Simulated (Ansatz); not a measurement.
C₄H₆O (`C=CCC=O`). Total charge 0; spin multiplicity 1. The geometry is a stationary point of PBE0-D4/def2-TZVP. It is one conformer, not always the lowest.

```xyz
11

C     0.922    0.875   -0.981
C    -0.337    0.760   -0.582
C    -0.805   -0.117    0.541
C     0.140   -1.248    0.830
O     0.664   -1.449    1.890
H     1.732    0.327   -0.509
H     1.192    1.537   -1.796
H    -1.107    1.341   -1.082
H    -1.769   -0.565    0.267
H    -0.965    0.459    1.457
H     0.334   -1.919   -0.035
```

(1) What is the dipole moment at r2SCAN/def2-TZVPP? (An estimate is asked.)

(2) And with PBE, B3LYP, ωB97M-V? (An estimate is asked.)

(3) Give the Mulliken charges with r2SCAN, PBE, ωB97M-V in def2-TZVPP. (An estimate is asked.)

Answers

(1) The calculation gave: 2.72 D, with components (-1.50, 0.93, -2.07) D in this frame, pointing from negative to positive charge.

(2) Computed: PBE 2.62 D, B3LYP 2.77 D, ωB97M-V 2.75 D.

(3) Computed: 
```csv
atom,r2SCAN,PBE,ωB97M-V
C1,-0.18,-0.19,-0.21
C2,-0.13,-0.15,-0.15
C3,0.09,0.03,-0.04
C4,0.14,0.04,0.05
O5,-0.29,-0.21,-0.26
H6,0.08,0.09,0.10
H7,0.08,0.10,0.11
H8,0.08,0.10,0.11
H9,0.04,0.07,0.09
H10,0.05,0.07,0.10
H11,0.04,0.05,0.10
```

B3LYP here is the variant with VWN-RPA as its local correlation; programs differ in this.
